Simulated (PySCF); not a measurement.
# Choosing a basis for TDDFT

C3H6Cl2.
Geometry (PBE0-D3(BJ)/def2-SVP, Å), atoms numbered from 1 in this order:
```
atom  x, y, z in Å
C1     1.118   -0.314   -0.613
C2    -0.089    0.477   -0.157
C3    -0.986   -0.269    0.806
Cl4    0.481    1.989    0.639
Cl5   -1.057    0.932   -1.608
H6     0.788   -1.231   -1.122
H7     1.726    0.281   -1.307
H8     1.733   -0.585    0.258
H9    -1.361   -1.186    0.328
H10   -1.839    0.357    1.098
H11   -0.416   -0.538    1.708
```

TDDFT with PBE0 (PySCF), vertical singlets, core orbitals frozen in the response, spherical d and f functions. Isolated species at its PBE0-D3(BJ)/def2-SVP geometry, gas phase.

| basis | functions | diffuse | S1 (eV) | S2 (eV) | S3 (eV) | S4 (eV) | S5 (eV) | LUMO (eV) | α (au) |
| --- | --- | --- | --- | --- | --- | --- | --- | --- | --- |
| 6-31G* | 90 | no | 6.93 | 7.02 | 7.26 | 7.59 | 7.90 | 0.16 | 51.6 |
| def2-SVP | 108 | no | 7.26 | 7.34 | 7.57 | 7.71 | 8.00 | 0.63 | 51.4 |
| def2-SVPD | 162 | yes | 6.84 | 6.94 | 7.17 | 7.38 | 7.68 | -0.14 | 66.5 |
| def2-TZVP | 203 | no | 6.88 | 6.96 | 7.21 | 7.48 | 7.81 | 0.08 | 61.5 |

**Question.** How much do these states and the polarisability depend on the basis?

**Answer.** States are compared by their number. Against the only diffuse basis here (def2-SVPD, itself not a converged limit), sets without diffuse functions differ by up to 0.42 eV in S1 and 0.31 eV in S5. State by state, the largest deviation of a set without diffuse functions is S1 0.42, S2 0.40, S3 0.41, S4 0.33, S5 0.31 eV. The same number needn't mean the same state in each row. Against def2-SVPD the polarisability deviates by -22% in 6-31G*, -23% in def2-SVP, -8% in def2-TZVP.
